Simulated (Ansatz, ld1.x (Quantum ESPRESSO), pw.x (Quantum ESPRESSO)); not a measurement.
**What a changed setting does to a pw.x run (bcc Al)**

Potential: norm-conserving Troullier–Martins (Kleinman–Bylander form), ld1.x (Quantum ESPRESSO) 7.5, PBEsol; core [Ne], reference 3s1.5 3p1.5; waves: 3p (bound): rc 2.44 bohr; 3d channel at 0.25 Ry: rc 1.85 bohr; 3s (bound): rc 2.10 bohr; local part: the s channel; core correction: none.

The reference run (k-mesh 14³, cutoffs 35/140 Ry, Fermi–Dirac 0.01 Ry, mixing_beta 0.4, conv_thr 1e-9, no spin) gives -0.24 GPa at 16.575 Å³/atom, where all-electron LAPW gives 0.16 GPa. This run, with its own iteration cap, changes k-mesh points per axis to 20.

```
&control
  calculation='scf', prefix='x', pseudo_dir='./', outdir='./tmp', tstress=.true., disk_io='none'
/
&system
  ibrav=0, nat=1, ntyp=1, ecutwfc=35, ecutrho=140, nbnd=8,
  occupations='smearing', smearing='fd', degauss=0.01
/
&electrons
  conv_thr=1e-09, mixing_beta=0.4, electron_maxstep=70
/
ATOMIC_SPECIES
Al 1.0 Al.UPF
CELL_PARAMETERS angstrom
  -1.60619344 1.60619344 1.60619344
  1.60619344 -1.60619344 1.60619344
  1.60619344 1.60619344 -1.60619344
ATOMIC_POSITIONS crystal
Al 0.0000 0.0000 0.0000
K_POINTS automatic
20 20 20 0 0 0
```

```bash
pw.x < Al.scf.in > Al.scf.out
```

**Question.** How does the run end?

**Answer.** It converges in 6 iterations; the free energy moves by +3.7 meV/atom and the pressure by -0.09 GPa.

```
Message from routine setup:
     using ibrav=0 with symmetry is DISCOURAGED, use correct ibrav instead
     lattice parameter (alat)  =       5.2572  a.u.
     unit-cell volume          =     111.8536 (a.u.)^3
     number of electrons       =         3.00
     number of Kohn-Sham states=            8
     kinetic-energy cutoff     =      35.0000  Ry
     charge density cutoff     =     140.0000  Ry
     scf convergence threshold =      1.0E-09
     Exchange-correlation= PBESOL
     number of k points=   256  Fermi-Dirac smearing, width (Ry)=  0.0100
     iteration #  1     ecut=    35.00 Ry     beta= 0.40
     total energy              =      -4.16129361 Ry
     estimated scf accuracy    <       0.00303030 Ry
     iteration #  2     ecut=    35.00 Ry     beta= 0.40
     total energy              =      -4.16128098 Ry
     estimated scf accuracy    <       0.00099868 Ry
     iteration #  3     ecut=    35.00 Ry     beta= 0.40
     total energy              =      -4.16130826 Ry
     estimated scf accuracy    <       0.00000152 Ry
     iteration #  4     ecut=    35.00 Ry     beta= 0.40
     total energy              =      -4.16130885 Ry
     estimated scf accuracy    <       0.00000062 Ry
     iteration #  5     ecut=    35.00 Ry     beta= 0.40
     total energy              =      -4.16130887 Ry
     estimated scf accuracy    <          2.2E-09 Ry
     iteration #  6     ecut=    35.00 Ry     beta= 0.40
     the Fermi energy is     7.8174 ev
!    total energy              =      -4.16130887 Ry
     estimated scf accuracy    <          8.9E-11 Ry
     smearing contrib. (-TS)   =      -0.00191954 Ry
     The total energy is F=E-TS. E is the sum of the following terms:
     one-electron contribution =       2.82958750 Ry
     hartree contribution      =       0.00495047 Ry
     xc contribution           =      -1.59850156 Ry
     ewald contribution        =      -5.39542573 Ry
     convergence has been achieved in   6 iterations
          total   stress  (Ry/bohr**3)                   (kbar)     P=       -3.23
     Message from routine punch:
     Nothing written, as per user request (disk_io='none')
```

The run took about 8.1 s on one core of a shared host (Neoverse-N1, 64 threads, 498 GiB, load 27).
